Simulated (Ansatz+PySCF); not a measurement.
A calculation with PySCF 2.14.0.

```python
from pyscf import gto, scf

mol = gto.M(atom="""
N -0.032060 0.019260 -0.598470
O 0.011570 -0.012470 0.541630
""", basis='def2-svp', charge=1, spin=0)
mf = scf.RHF(mol)
mf.kernel()
print(mf.converged, mf.e_tot, mf.spin_square()[0])
```

The script is written out from the run's settings.

Output:

```
Converged                       : yes
Total energy                    : -128.76501 hartree
Spin squared of the determinant : 0.000
Cycles                          : 9
```
